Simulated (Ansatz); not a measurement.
# C3H5NS: up Jacob's ladder to CCSD(T)

Aim: compute C3H5NS with functionals from several rungs and with coupled cluster. The yardstick is the atomisation energy at the CCSD(T) limit.

The runs use Ansatz 0.2.0, Gaussian basis; functionals in def2-TZVPP, the program's frozen cores in correlated methods.

Levels to be run: PBE-D4, r2SCAN-D4, PBE0-D4, B3LYP-D4, ωB97X-V, ωB97M-V, B2PLYP; CCSD(T)/def2-TZVPP; MP2/def2-QZVPP; extrapolation to the limit.

## Step 1: The geometry

An earlier PBE0-D4 in a triple-zeta def2 set relaxation fixed the geometry.

SMILES `CC1=C(N)S1`, 10 atoms, charge 0, spin multiplicity 1.

Atoms are counted from 1 here; the program's logs count them from 0.

Bond lengths: C1–C2 1.459 Å, C1–H6 1.095 Å, C1–H7 1.093 Å, C1–H8 1.094 Å, C2–C3 1.282 Å, C2–S5 1.880 Å, C3–N4 1.352 Å, C3–S5 1.793 Å, N4–H9 1.008 Å, N4–H10 1.007 Å. Angles: C2–C1–H6 111.1°, C2–C1–H7 110.0°, C2–C1–H8 111.3°, H6–C1–H7 108.3°, H6–C1–H8 107.7°, H7–C1–H8 108.3°, C1–C2–C3 157.7°, C1–C2–S5 136.1°, C3–C2–S5 66.0°, C2–C3–N4 152.2°, C2–C3–S5 73.3°, N4–C3–S5 134.3°, C3–N4–H9 115.8°, C3–N4–H10 114.9°, H9–N4–H10 113.8°, C2–S5–C3 40.8°.

As a file:

```
C    -1.6138   -0.6422   -0.0473
C    -0.3499    0.0211   -0.3475
C     0.8365    0.4620   -0.1429
N     1.9228    0.6544    0.6393
S     0.3321    1.0645   -1.7542
H    -2.4429    0.0729   -0.0423
H    -1.5632   -1.1160    0.9366
H    -1.8448   -1.4131   -0.7889
H     2.0272    0.0140    1.4113
H     2.7791    0.8314    0.1390
```

## Step 2: PBE-D4 (GGA)

in.yaml reads:

```yaml
crystal:
  periodic: [false, false, false]
  atoms:
    - {symbol: C, position_ang: [-1.613791, -0.642217, -0.047325]}
    - {symbol: C, position_ang: [-0.349894, 0.021068, -0.347526]}
    - {symbol: C, position_ang: [0.836475, 0.461978, -0.142944]}
    - {symbol: N, position_ang: [1.922810, 0.654393, 0.639323]}
    - {symbol: S, position_ang: [0.332086, 1.064507, -1.754179]}
    - {symbol: H, position_ang: [-2.442857, 0.072871, -0.042251]}
    - {symbol: H, position_ang: [-1.563225, -1.116025, 0.936552]}
    - {symbol: H, position_ang: [-1.844759, -1.413054, -0.788850]}
    - {symbol: H, position_ang: [2.027187, 0.013960, 1.411280]}
    - {symbol: H, position_ang: [2.779068, 0.831420, 0.139017]}
basis:
  gaussian: {orbitals: def2-TZVPP}
hamiltonian: {xc: pbe, dispersion: d4}
output: {forces: true, orbitals: {seedname: orbitals}}
```

Command:

```bash
> ansatz run in.yaml --threads 4 --pin off --events-out ev --progress --plain --max-ram 10444MiB
```

Further steps of the session: r2SCAN-D4 (meta-GGA); PBE0-D4 (hybrid); B3LYP-D4 (hybrid); ωB97X-V (range-separated); ωB97M-V (range-separated); B2PLYP (double hybrid); CCSD(T) in def2-TZVPP; MP2 in def2-QZVPP.

**Question.** What will the summary of the whole plan be? Wanted: atomisation energy, CCSD(T)/CBS; farthest; mean size of error, hybrid; mean size of error, range-separated; gap, smallest and largest; T1 diagnostic; triples share of the correlation energy.

As calculated:

```
                               quantity                                value
        atomisation energy, CCSD(T)/CBS                            39.935 eV
    functionals within 0.200 eV (0.5 %)   none; nearest B3LYP-D4 (+0.243 eV)
                               farthest                   PBE-D4 (+1.855 eV)
             mean size of error, hybrid                             0.490 eV
    mean size of error, range-separated                             0.303 eV
              gap, smallest and largest  3.01 eV (PBE-D4), 9.51 eV (ωB97X-V)
                          T1 diagnostic                               0.0118
triples share of the correlation energy                                4.7 %
```

What this shows: PBE-D4 misses by +1.855 eV. Double hybrids carry the basis error of their MP2 part in triple zeta, and no dispersion term here, so their miss is partly the set-up's. Misses under about 0.200 eV are within the doubt on the reference itself, which lacks core-valence correlation, relativity and higher excitations. Hartree-Fock recovers 68 % of the binding; the rest is correlation. The gap grows from 3.0 to 9.5 eV across the functionals, mostly with the share of exact exchange.
